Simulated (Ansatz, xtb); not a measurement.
**CH3BF−: where a starting geometry ends**

The starting geometry of this gas-phase singlet was built from a drawn formula by distance geometry and a force field; its bonds are those of `[CH][BH2-]F`.

```yaml
atoms:
  - { symbol: C, position_ang: [-0.5391, -0.5665, -0.8152] }
  - { symbol: B, position_ang: [-0.4258, -0.4211, 0.8144] }
  - { symbol: F, position_ang: [-1.6465, 0.0638, 1.3679] }
  - { symbol: H, position_ang: [0.3730, -0.9323, -1.1804] }
  - { symbol: H, position_ang: [0.4727, 0.3006, 1.0854] }
  - { symbol: H, position_ang: [-0.2232, -1.4884, 1.3077] }
```

Predict what becomes of its bonds when it is optimised with r2SCAN-D4/def2-SVPD.

It rearranges to `C=[BH-]F`. Distances that change by over a tenth: C1–B2 (1.64 → 1.45 Å). Contacts that open: B2–H5 (1.18 → 2.26 Å). Contacts that close: C1–H5 (2.32 → 1.10 Å).

The energy falls by 3.47 eV over 21 steps:

| step | E − E(last) (eV) |
| --- | --- |
| 1 | 3.468 |
| 3 | 3.065 |
| 5 | 3.035 |
| 8 | 3.005 |
| 10 | 2.422 |
| 12 | 1.657 |
| 14 | 0.921 |
| 17 | 0.095 |
| 19 | 0.004 |
| 21 | 0.000 |

Final geometry (Å):

| atom | x (Å) | y (Å) | z (Å) |
| --- | --- | --- | --- |
| C | 0.0896 | -0.2578 | -0.1742 |
| B | -0.6820 | -0.7712 | 0.9453 |
| F | -1.4712 | 0.0527 | 1.7952 |
| H | 0.6913 | -0.9167 | -0.8156 |
| H | 0.1302 | 0.8049 | -0.4599 |
| H | -0.7467 | -1.9557 | 1.2890 |

From the same start GFN2-xTB reaches the same bonding as this run.

No frequencies were run, so the end isn't proven a minimum. Run with Ansatz 0.2.0, 20 s on 2 threads of Arm Neoverse V2, with other jobs on the host.
